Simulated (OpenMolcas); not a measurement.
# quartet OH: levels of theory compared

Aim: a comparison of 6 runs (UHF/pcseg-0, U-r2SCAN/pcseg-0, UM06-2X/pcseg-0, USVWN5/pcseg-0, ROMP2/pcseg-0, ROCCSD(T)/pcseg-0) of quartet OH. 

The results are computed with OpenMolcas 26.06.

## Step 1: The system as given

OH: 2 atoms, total charge 0, spin state quartet. As SMILES of the parent species, `[OH]`. The shape is that of a GFN2-xTB optimisation. That shape belongs to the parent species and isn't relaxed for this state.

Bond lengths: O1–H2 0.963 Å.

## Step 2: A single-point energy at UHF/pcseg-0 (run 1)

mol.xyz reads:

```xyz
2

O      0.411770    -0.131830     0.212430
H     -0.411770     0.131830    -0.212430
```

mol.input reads:

```
* HO Hartree-Fock

&GATEWAY
  BasLib
  $CurrDir
  Coord
  mol.xyz
  Basis
  pcseg-0
  Group
  NoSym

&SEWARD

&SCF
  UHF
  Spin
  4
  Thresholds
  1e-10 1e-07 1e-07 1e-05
  PrOrbitals
  1 1
```

The basis set pcseg-0 is read from a file made from the Basis Set Exchange's data (not shown).

Command:

```console
$ export MOLCAS_MEM=1860
$ pymolcas mol.input > mol.log
```

Log:

```text
--- Start Module: gateway ---
[...]
--- Stop Module: gateway /rc=_RC_ALL_IS_WELL_ ---
--- Start Module: seward ---
[...]
      Basis functions           11
--- Stop Module: seward /rc=_RC_ALL_IS_WELL_ ---
--- Start Module: scf ---
[...]
       Convergence after  13 Iterations
[...]
::    Total SCF energy                                -74.9029944662
[...]
      Total spin, S                                     1.5013642191
[...]
      Total electronic charge=    9.000000
      Total            charge=   -0.000000
[...]
      Dipole Moment (debye):
      Origin of the operator (angstrom)=    0.3630   -0.1162    0.1872
                   X=  2.2317E+00               Y= -7.1448E-01               Z=  1.1513E+00           Total=  2.6108E+00
      Quadrupole Moment (debye*angstrom):
[...]
--- Stop Module: scf /rc=_RC_ALL_IS_WELL_ ---
[...]
```

Wall time 1.7 s (1 thread of Arm Neoverse V1, shared host); peak memory 0.37 GiB.

## Step 3: The energy at U-r2SCAN/pcseg-0 (run 2)

mol.xyz is that of step 2.

mol.input reads:

```
&GATEWAY
  BASLIB=$CurrDir
  COORD=mol.xyz
  BASIS=pcseg-0
  GROUP=NoSym

&SEWARD
  GRIDINPUT
  Grid=UltraFine
  End of Grid

&SCF
  UHF
  SPIN=4
  KSDFT=2
  1.0 MGGA_X_R2SCAN
  1.0 MGGA_C_R2SCAN
  THRESHOLDS=1e-10 1e-07 1e-07 1e-05
  PRORBITALS=1 1
```

The basis set pcseg-0 is read from a file made from the Basis Set Exchange's data (not shown).

Command:

```console
$ export MOLCAS_MEM=1860
$ pymolcas mol.input > mol.log
```

Log:

```text
--- Start Module: gateway ---
[...]
--- Stop Module: gateway /rc=_RC_ALL_IS_WELL_ ---
--- Start Module: seward ---
[...]
      Basis functions           11
--- Stop Module: seward /rc=_RC_ALL_IS_WELL_ ---
--- Start Module: scf ---
[...]
       Convergence after  12 Iterations
[...]
::    Total KS-DFT energy                             -75.1659145695
[...]
      Total spin, S                                     1.5006288794
[...]
      Total electronic charge=    9.000000
      Total            charge=   -0.000000
[...]
      Dipole Moment (debye):
      Origin of the operator (angstrom)=    0.3630   -0.1162    0.1872
                   X=  2.2613E+00               Y= -7.2397E-01               Z=  1.1666E+00           Total=  2.6455E+00
      Quadrupole Moment (debye*angstrom):
[...]
--- Stop Module: scf /rc=_RC_ALL_IS_WELL_ ---
[...]
```

It took 4.2 s on 1 thread of Arm Neoverse V1, shared host; peak memory 0.37 GiB.

Runs 3 to 5 aren't shown in full; the table further down has their settings and results.

## Step 4: A single-point energy at ROCCSD(T)/pcseg-0 (run 6)

mol.xyz is that of step 3.

mol.input reads:

```
&GATEWAY
  BasLib = $CurrDir
  Coord = mol.xyz
  Basis = pcseg-0
  Group = NoSym

&SEWARD

&SCF
  UHF
  Spin = 4
  Thresholds = 1e-10 1e-07 1e-07 1e-05
  PrOrbitals = 1 1

&RASSCF
  FileOrb = $Project.UnaOrb
  Spin = 4
  Nactel = 3 0 0
  Inactive = 3
  Ras2 = 3
  OutOrbitals = Canonical
  OrbListing = Nothing

&MOTRA
  JobIph
  Frozen = 1

&CCSDT
  CCT
  Triples = 3
  Iterations = 80
  Accuracy = 1e-08
  Extrapolation = 5 4
```

The basis set pcseg-0 is read from a file made from the Basis Set Exchange's data (not shown).

Command:

```console
$ export MOLCAS_MEM=1860
$ pymolcas mol.input > mol.log
```

Log:

```text
--- Start Module: gateway ---
[...]
--- Stop Module: gateway /rc=_RC_ALL_IS_WELL_ ---
[...]
      Basis functions           11
[...]
       Convergence after  13 Iterations
[...]
::    Total SCF energy                                -74.9029944662
[...]
      Total spin, S                                     1.5013642191
[...]
      Number of active orbitals                  3
[...]
      Spin quantum number                      1.5
[...]
      Active orbitals                            3
[...]
      Number of CSFs                             1
[...]
      Number of root(s) required                 1
[...]
      Convergence after  7 iterations
[...]
      printout of CI-coefficients larger than  0.05 for root  1
      energy=     -74.898634
      conf/sym  111     Coeff  Weight
             1  uuu   1.00000 1.00000
      Natural orbitals and occupation numbers for root  1
      sym 1:   1.000000   1.000000   1.000000
      ************************************************************************************************************************
      *                                                    Final results                                                     *
[...]
::    RASSCF root number  1 Total energy:    -74.89863376
[...]
      Total electronic charge=    9.000000
      Total            charge=   -0.000000
[...]
      Dipole Moment (debye):
      Origin of the operator (angstrom)=    0.3630   -0.1162    0.1872
                   X=  2.2067E+00               Y= -7.0648E-01               Z=  1.1384E+00           Total=  2.5816E+00
      Quadrupole Moment (debye*angstrom):
[...]
--- Start Module: motra ---
[...]
      Convergence after                    10  Iterations
      Total energy (diff) :     -74.97007283      -0.00000000
[...]
 METHOD                       : CCSD+T(CCSD)+<T3(1)WT1>+<T3(1)UT2> = CCSD(T)
[...]
       CCSD     =       -74.9700728282143
[...]
```

It took 2.5 s on 1 thread of Arm Neoverse V1, shared host; peak memory 0.37 GiB.

## Step 5: All runs side by side

```tsv
run	level	integration grid	frozen core orbitals	energy (Eh)	dipole moment (D)	HOMO energy (eV)	⟨S²⟩	wall time
1	UHF/pcseg-0	–	–	-74.902994	2.61	-4.72	3.755	1.7 s
2	U-r2SCAN/pcseg-0	UltraFine	–	-75.165915	2.65	-0.82	3.753	4.2 s
3	UM06-2X/pcseg-0	UltraFine	–	-75.169586	2.64	-2.47	3.752	3.9 s
4	USVWN5/pcseg-0	UltraFine	–	-74.637095	2.66	-0.43	3.751	2.9 s
5	ROMP2/pcseg-0	–	1	-74.964909	–	–	–	2.4 s
6	ROCCSD(T)/pcseg-0	–	1	-74.970326	–	–	–	2.5 s
```

## Step 6: Results

```
             quantity         value
  run 6: total energy  -74.97033 Eh
run 6: (T) correction     -0.25 mEh
```

In words: Over runs 1, 2, 3, 4 the dipole moment (its size) runs from 2.61 D (UHF/pcseg-0) to 2.66 D (USVWN5/pcseg-0). Totals of different functionals can't be ranked against each other. All runs together took 18 s, the longest 4.2 s.
